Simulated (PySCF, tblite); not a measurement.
# BH₃: bond homolysis, part 2 of 2

tblite 0.8.0 and PySCF 2.14.0. Atoms count from 0. The steps go on from the part before.

### 12 Bond homolysis: M06-2X/def2-TZVP

This step combines the energies above: geometries from PBE0-D3(BJ)/def2-SVP, zero-point and thermal terms from PBE0-D3(BJ)/def2-SVP.

What the job is given:

```
{"job": {"kind": "bd", "cap": 8, "geom": {"xc": "PBE0", "basis": "def2-SVP", "d3": "d3bj", "grid": 1}, "hess": 1, "level": {"xc": "M06-2X", "basis": "def2-TZVP", "grid": 3}}, "charge": 0, "multiplicity": 1}
B      0.005016     0.002323    -0.011598
H     -0.153124     1.198451    -0.024020
H     -0.951840    -0.732727    -0.016118
H      1.119918    -0.458760     0.005323
```

Output (the driver's rows laid out field by field):

```text
homolysis bond by bond, M06-2X/def2-TZVP // PBE0-D3(BJ)/def2-SVP

row 1
  atoms                   0 1
  elements                B H
  length                  1.2066
  fragments               formula BH2, charge 0, multiplicity 2, smiles [BH2], kept yes, pieces 1, point_group C2v, largest_spin B 0.999; formula H, charge 0, multiplicity 2, smiles [H], kept yes, pieces 1
  electronic              458.54
  zero_kelvin             428.01
  enthalpy                434.16
  free_energy             398.23
```

It took 7 s on 1 thread of Arm Neoverse V1, shared host.

Some single points behind these values are not shown above.

Dissociation energies (kJ/mol, gas phase, 298 K for the thermal columns):

| bond | fragments | electronic | enthalpy | free energy |
| --- | --- | --- | --- | --- |
| B0–H1 | [BH2] + [H] | 458.5 | 434.2 | 398.2 |

### 13 Single point (BH₃): wavefunction

Geometry: PBE0-D3(BJ)/def2-SVP.

What the job is given:

```
{"job": {"kind": "sp", "xc": "CCSD(T)", "basis": "aug-cc-pVTZ", "grid": 2}, "charge": 0, "multiplicity": 1}
B      0.005016     0.002323    -0.011598
H     -0.153124     1.198451    -0.024020
H     -0.951840    -0.732727    -0.016118
H      1.119918    -0.458760     0.005323
```

With the program's defaults for keys left out, this is: wavefunction single point, frozen core, gas phase.

Log:

```text
final grid: 27328 points
cycle   1  E = -26.3829429407  dE = -2.890e-01  |g| = 1.871e-01  |ddm| = 3.094e+00
cycle   2  E = -26.3987429749  dE = -1.580e-02  |g| = 4.727e-02  |ddm| = 5.070e-01
cycle   3  E = -26.3997463678  dE = -1.003e-03  |g| = 9.757e-03  |ddm| = 1.316e-01
cycle   4  E = -26.3998010584  dE = -5.469e-05  |g| = 8.336e-04  |ddm| = 3.904e-02
cycle   5  E = -26.3998015253  dE = -4.669e-07  |g| = 1.276e-04  |ddm| = 3.831e-03
cycle   6  E = -26.3998015375  dE = -1.224e-08  |g| = 1.973e-05  |ddm| = 5.223e-04
cycle   7  E = -26.3998015379  dE = -3.204e-10  |g| = 1.569e-06  |ddm| = 8.280e-05
converged SCF energy = -26.3998015379
E(HF, exact integrals) = -26.3997988333
E(MP2) = -26.5145077607
E(CCSD) = -26.5361318010
E(CCSD(T)) = -26.5387784670
T1 diagnostic = 0.0066
```

Run time: 15 s. Hardware: 1 thread of Arm Neoverse V1, shared host; peak memory 1.1 GiB.

### 14 Single point (BH2 radical): wavefunction

Geometry: PBE0-D3(BJ)/def2-SVP.

What the job is given:

```
{"job": {"kind": "sp", "xc": "CCSD(T)", "basis": "aug-cc-pVTZ", "grid": 2}, "charge": 0, "multiplicity": 2}
B      0.023613    -0.054847    -0.016968
H     -0.993104    -0.701416    -0.039838
H      1.165860    -0.438144     0.009145
```

With the program's defaults for keys left out, this is: wavefunction single point, frozen core, gas phase.

Log:

```text
final grid: 21952 points
cycle   1  E = -25.7219539573  dE = -2.191e-01  |g| = 1.555e-01  |ddm| = 1.850e+00
cycle   2  E = -25.7542020146  dE = -3.225e-02  |g| = 5.497e-02  |ddm| = 5.099e-01
cycle   3  E = -25.7588414484  dE = -4.639e-03  |g| = 2.160e-02  |ddm| = 2.072e-01
cycle   4  E = -25.7599068057  dE = -1.065e-03  |g| = 7.539e-03  |ddm| = 1.304e-01
cycle   5  E = -25.7600436348  dE = -1.368e-04  |g| = 2.602e-03  |ddm| = 4.126e-02
cycle   6  E = -25.7600594878  dE = -1.585e-05  |g| = 7.348e-04  |ddm| = 1.736e-02
cycle   7  E = -25.7600606336  dE = -1.146e-06  |g| = 1.859e-04  |ddm| = 4.619e-03
cycle   8  E = -25.7600607149  dE = -8.123e-08  |g| = 5.696e-05  |ddm| = 1.192e-03
cycle   9  E = -25.7600607232  dE = -8.317e-09  |g| = 1.264e-05  |ddm| = 3.656e-04
converged SCF energy = -25.7600607232
E(HF, exact integrals) = -25.7600592461
E(MP2) = -25.8435074652
E(CCSD) = -25.8619207749
E(CCSD(T)) = -25.8639754973
T1 diagnostic = 0.0149
```

It took 22 s on 1 thread of Arm Neoverse V1, shared host; peak memory 3.4 GiB.

### 15 Bond homolysis: CCSD(T)/aug-cc-pVTZ

This step combines the energies above: geometries from PBE0-D3(BJ)/def2-SVP, zero-point and thermal terms from PBE0-D3(BJ)/def2-SVP.

What the job is given:

```
{"job": {"kind": "bd", "cap": 8, "geom": {"xc": "PBE0", "basis": "def2-SVP", "d3": "d3bj", "grid": 1}, "hess": 1, "level": {"xc": "CCSD(T)", "basis": "aug-cc-pVTZ"}}, "charge": 0, "multiplicity": 1}
B      0.005016     0.002323    -0.011598
H     -0.153124     1.198451    -0.024020
H     -0.951840    -0.732727    -0.016118
H      1.119918    -0.458760     0.005323
```

Output (the driver's rows laid out field by field):

```text
homolysis bond by bond, CCSD(T)/aug-cc-pVTZ // PBE0-D3(BJ)/def2-SVP

row 1
  atoms                   0 1
  elements                B H
  length                  1.2066
  fragments               formula BH2, charge 0, multiplicity 2, smiles [BH2], kept yes, pieces 1, point_group C2v, largest_spin B 1.027; formula H, charge 0, multiplicity 2, smiles [H], kept yes, pieces 1
  electronic              459.41
  zero_kelvin             428.88
  enthalpy                435.03
  free_energy             399.11
```

It took 37 s on 1 thread of Arm Neoverse V1, shared host.

Some single points behind these values are not shown above.

Dissociation energies (kJ/mol, gas phase, 298 K for the thermal columns):

| bond | fragments | electronic | enthalpy | free energy |
| --- | --- | --- | --- | --- |
| B0–H1 | [BH2] + [H] | 459.4 | 435.0 | 399.1 |

### 16 Single point (BH₃): wavefunction

Geometry: PBE0-D3(BJ)/def2-SVP.

What the job is given:

```
{"job": {"kind": "sp", "xc": "MP2", "basis": "aug-cc-pVTZ", "grid": 2}, "charge": 0, "multiplicity": 1}
B      0.005016     0.002323    -0.011598
H     -0.153124     1.198451    -0.024020
H     -0.951840    -0.732727    -0.016118
H      1.119918    -0.458760     0.005323
```

With the program's defaults for keys left out, this is: wavefunction single point, frozen core, gas phase.

Log:

```text
final grid: 27328 points
cycle   1  E = -26.3829429407  dE = -2.890e-01  |g| = 1.871e-01  |ddm| = 3.094e+00
cycle   2  E = -26.3987429749  dE = -1.580e-02  |g| = 4.727e-02  |ddm| = 5.070e-01
cycle   3  E = -26.3997463678  dE = -1.003e-03  |g| = 9.757e-03  |ddm| = 1.316e-01
cycle   4  E = -26.3998010584  dE = -5.469e-05  |g| = 8.336e-04  |ddm| = 3.904e-02
cycle   5  E = -26.3998015253  dE = -4.669e-07  |g| = 1.276e-04  |ddm| = 3.831e-03
cycle   6  E = -26.3998015375  dE = -1.224e-08  |g| = 1.973e-05  |ddm| = 5.223e-04
cycle   7  E = -26.3998015379  dE = -3.204e-10  |g| = 1.569e-06  |ddm| = 8.280e-05
converged SCF energy = -26.3998015379
E(HF, exact integrals) = -26.3997988333
E(MP2) = -26.5145077607
```

Wall time 1.4 s (1 thread of Arm Neoverse V1, shared host).

### 17 Single point (BH2 radical): wavefunction

Geometry: PBE0-D3(BJ)/def2-SVP.

What the job is given:

```
{"job": {"kind": "sp", "xc": "MP2", "basis": "aug-cc-pVTZ", "grid": 2}, "charge": 0, "multiplicity": 2}
B      0.023613    -0.054847    -0.016968
H     -0.993104    -0.701416    -0.039838
H      1.165860    -0.438144     0.009145
```

Level: wavefunction single point, frozen core, gas phase.

Log:

```text
final grid: 21952 points
cycle   1  E = -25.7219539573  dE = -2.191e-01  |g| = 1.555e-01  |ddm| = 1.850e+00
cycle   2  E = -25.7542020146  dE = -3.225e-02  |g| = 5.497e-02  |ddm| = 5.099e-01
cycle   3  E = -25.7588414484  dE = -4.639e-03  |g| = 2.160e-02  |ddm| = 2.072e-01
cycle   4  E = -25.7599068057  dE = -1.065e-03  |g| = 7.539e-03  |ddm| = 1.304e-01
cycle   5  E = -25.7600436348  dE = -1.368e-04  |g| = 2.602e-03  |ddm| = 4.126e-02
cycle   6  E = -25.7600594878  dE = -1.585e-05  |g| = 7.348e-04  |ddm| = 1.736e-02
cycle   7  E = -25.7600606336  dE = -1.146e-06  |g| = 1.859e-04  |ddm| = 4.619e-03
cycle   8  E = -25.7600607149  dE = -8.123e-08  |g| = 5.696e-05  |ddm| = 1.192e-03
cycle   9  E = -25.7600607232  dE = -8.317e-09  |g| = 1.264e-05  |ddm| = 3.656e-04
converged SCF energy = -25.7600607232
E(HF, exact integrals) = -25.7600592461
E(MP2) = -25.8435074616
```

It took 1.2 s on 1 thread of Arm Neoverse V1, shared host.

### 18 Bond homolysis: MP2/aug-cc-pVTZ

This step combines the energies above: geometries from PBE0-D3(BJ)/def2-SVP, zero-point and thermal terms from PBE0-D3(BJ)/def2-SVP.

What the job is given:

```
{"job": {"kind": "bd", "cap": 8, "geom": {"xc": "PBE0", "basis": "def2-SVP", "d3": "d3bj", "grid": 1}, "hess": 1, "level": {"xc": "MP2", "basis": "aug-cc-pVTZ"}}, "charge": 0, "multiplicity": 1}
B      0.005016     0.002323    -0.011598
H     -0.153124     1.198451    -0.024020
H     -0.951840    -0.732727    -0.016118
H      1.119918    -0.458760     0.005323
```

Output (the driver's rows laid out field by field):

```text
homolysis bond by bond, MP2/aug-cc-pVTZ // PBE0-D3(BJ)/def2-SVP

row 1
  atoms                   0 1
  elements                B H
  length                  1.2066
  fragments               formula BH2, charge 0, multiplicity 2, smiles [BH2], kept yes, pieces 1, point_group C2v, largest_spin B 1.027; formula H, charge 0, multiplicity 2, smiles [H], kept yes, pieces 1
  electronic              449.43
  zero_kelvin             418.9
  enthalpy                425.05
  free_energy             389.12
```

It took 2.8 s on 1 thread of Arm Neoverse V1, shared host.

Some single points behind these values are not shown above.

Dissociation energies (kJ/mol, gas phase, 298 K for the thermal columns):

```csv
bond,fragments,electronic,enthalpy,free energy
B0–H1,[BH2] + [H],449.4,425.1,389.1
```

### 19 Single point (BH₃): HF/aug-cc-pVTZ

Geometry: PBE0-D3(BJ)/def2-SVP.

What the job is given:

```
{"job": {"kind": "sp", "xc": "HF", "basis": "aug-cc-pVTZ", "grid": 2}, "charge": 0, "multiplicity": 1}
B      0.005016     0.002323    -0.011598
H     -0.153124     1.198451    -0.024020
H     -0.951840    -0.732727    -0.016118
H      1.119918    -0.458760     0.005323
```

Log:

```text
final grid: 27328 points
cycle   1  E = -26.3829429407  dE = -2.890e-01  |g| = 1.871e-01  |ddm| = 3.094e+00
cycle   2  E = -26.3987429749  dE = -1.580e-02  |g| = 4.727e-02  |ddm| = 5.070e-01
cycle   3  E = -26.3997463678  dE = -1.003e-03  |g| = 9.757e-03  |ddm| = 1.316e-01
cycle   4  E = -26.3998010584  dE = -5.469e-05  |g| = 8.336e-04  |ddm| = 3.904e-02
cycle   5  E = -26.3998015253  dE = -4.669e-07  |g| = 1.276e-04  |ddm| = 3.831e-03
cycle   6  E = -26.3998015375  dE = -1.224e-08  |g| = 1.973e-05  |ddm| = 5.223e-04
cycle   7  E = -26.3998015379  dE = -3.204e-10  |g| = 1.569e-06  |ddm| = 8.280e-05
converged SCF energy = -26.3998015379
```

It took 0.16 s on 1 thread of Arm Neoverse V1, shared host.

### 20 Single point (BH2 radical): HF/aug-cc-pVTZ

Geometry: PBE0-D3(BJ)/def2-SVP.

What the job is given:

```
{"job": {"kind": "sp", "xc": "HF", "basis": "aug-cc-pVTZ", "grid": 2}, "charge": 0, "multiplicity": 2}
B      0.023613    -0.054847    -0.016968
H     -0.993104    -0.701416    -0.039838
H      1.165860    -0.438144     0.009145
```

Log:

```text
final grid: 21952 points
cycle   1  E = -25.7219539573  dE = -2.191e-01  |g| = 1.555e-01  |ddm| = 1.850e+00
cycle   2  E = -25.7542020146  dE = -3.225e-02  |g| = 5.497e-02  |ddm| = 5.099e-01
cycle   3  E = -25.7588414484  dE = -4.639e-03  |g| = 2.160e-02  |ddm| = 2.072e-01
cycle   4  E = -25.7599068057  dE = -1.065e-03  |g| = 7.539e-03  |ddm| = 1.304e-01
cycle   5  E = -25.7600436348  dE = -1.368e-04  |g| = 2.602e-03  |ddm| = 4.126e-02
cycle   6  E = -25.7600594878  dE = -1.585e-05  |g| = 7.348e-04  |ddm| = 1.736e-02
cycle   7  E = -25.7600606336  dE = -1.146e-06  |g| = 1.859e-04  |ddm| = 4.619e-03
cycle   8  E = -25.7600607149  dE = -8.123e-08  |g| = 5.696e-05  |ddm| = 1.192e-03
cycle   9  E = -25.7600607232  dE = -8.317e-09  |g| = 1.264e-05  |ddm| = 3.656e-04
converged SCF energy = -25.7600607232
```

It took 0.22 s on 1 thread of Arm Neoverse V1, shared host.

### 21 Bond homolysis: HF/aug-cc-pVTZ

This step combines the energies above: geometries from PBE0-D3(BJ)/def2-SVP, zero-point and thermal terms from PBE0-D3(BJ)/def2-SVP.

What the job is given:

```
{"job": {"kind": "bd", "cap": 8, "geom": {"xc": "PBE0", "basis": "def2-SVP", "d3": "d3bj", "grid": 1}, "hess": 1, "level": {"xc": "HF", "basis": "aug-cc-pVTZ"}}, "charge": 0, "multiplicity": 1}
B      0.005016     0.002323    -0.011598
H     -0.153124     1.198451    -0.024020
H     -0.951840    -0.732727    -0.016118
H      1.119918    -0.458760     0.005323
```

Output (the driver's rows laid out field by field):

```text
homolysis bond by bond, HF/aug-cc-pVTZ // PBE0-D3(BJ)/def2-SVP

row 1
  atoms                   0 1
  elements                B H
  length                  1.2066
  fragments               formula BH2, charge 0, multiplicity 2, smiles [BH2], kept yes, pieces 1, point_group C2v, largest_spin B 1.027; formula H, charge 0, multiplicity 2, smiles [H], kept yes, pieces 1
  electronic              367.36
  zero_kelvin             336.83
  enthalpy                342.98
  free_energy             307.05
```

It took 0.5 s on 1 thread of Arm Neoverse V1, shared host.

Some single points behind these values are not shown above.

Dissociation energies (kJ/mol, gas phase, 298 K for the thermal columns):

```csv
bond,fragments,electronic,enthalpy,free energy
B0–H1,[BH2] + [H],367.4,343.0,307.1
```

### 22 What came out

The summary covers parts 1 to 2.

| quantity | value |
| --- | --- |
| strongest single infrared mode (GFN2-xTB) | 882 cm⁻¹, 276 km/mol |
| zero-point energy (GFN2-xTB) | 16.2 kcal/mol |
| point group | D3h |
| rotational constants (main isotopes) | 229.63, 229.61, 114.81 GHz |
| bond enthalpy (ΔH), B0–H1 (M06-2X/def2-TZVP) | 434.2 kJ/mol |
| bond enthalpy (ΔH), B0–H1 (CCSD(T)/aug-cc-pVTZ) | 435.0 kJ/mol |
| bond enthalpy (ΔH), B0–H1 (MP2/aug-cc-pVTZ) | 425.1 kJ/mol |
| bond enthalpy (ΔH), B0–H1 (HF/aug-cc-pVTZ) | 343.0 kJ/mol |

**Reading.** All 6 modes are real, so the xTB geometry is a minimum. The strongest single mode, at 882 cm⁻¹, is spread over several atoms, H2, H1, H3, B0 among them. Unscaled tight-binding wavenumbers are off by several per cent, some by more. Its intensities can rank the bands wrongly. Relaxing lowered the energy by 0.068 eV in 2 steps; the close pair that moved most is B0–H1, from 1.164 to 1.207 Å (PBE0/def2-SVP). The bond enthalpy (ΔH) at B0–H1 is 434.2 kJ/mol at M06-2X/def2-TZVP; zero-point and thermal terms move it by -24.3 kJ/mol from the electronic value. Hartree-Fock lacks correlation, so its bond and fragment energies are far off.
